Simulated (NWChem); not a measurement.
**Ionisation of AlF3 (-1)**

```
Al
F 1 1.7138
F 1 1.7138 2 108.42
F 1 1.7138 2 108.42 3 117.52
```
Charge -1, spin multiplicity 2.

Program: NWChem. The geometry was optimised at UB3LYP/def2-SVP, a minimum by its harmonic frequencies.

Basis set: def2-TZVPD. The species with one electron less has spin multiplicity 1 and keeps the geometry of the parent. Δ marks differences of total energies (open shells unrestricted). −ε marks an orbital energy of the parent. That orbital need not have the symmetry of the hole or added electron in the Δ rows. That singlet is a closed-shell solution.

B3LYP has NWChem's definition, with VWN1-RPA local correlation. The spin multiplicity of the parent species was assumed, not shown to be that of its ground state. The structure started from a generated list of species. The unpaired electrons of the parent sit in orbitals of symmetry a' (Cs labels of the run); other states weren't searched. The anion's geometry comes from a basis without diffuse functions. The stability of the SCF solutions was not checked.

Task: One of these methods gave a first vertical ionisation energy of 2.19 eV. Which?
A) −ε(alpha HOMO) of PBE
B) G0W0@PBE
C) −ε(alpha HOMO) of B3LYP
D) ΔPBE

Result: D, ΔPBE. The others give -0.83 (−ε(alpha HOMO) of PBE), -0.14 (−ε(alpha HOMO) of B3LYP), 1.22 (G0W0@PBE).
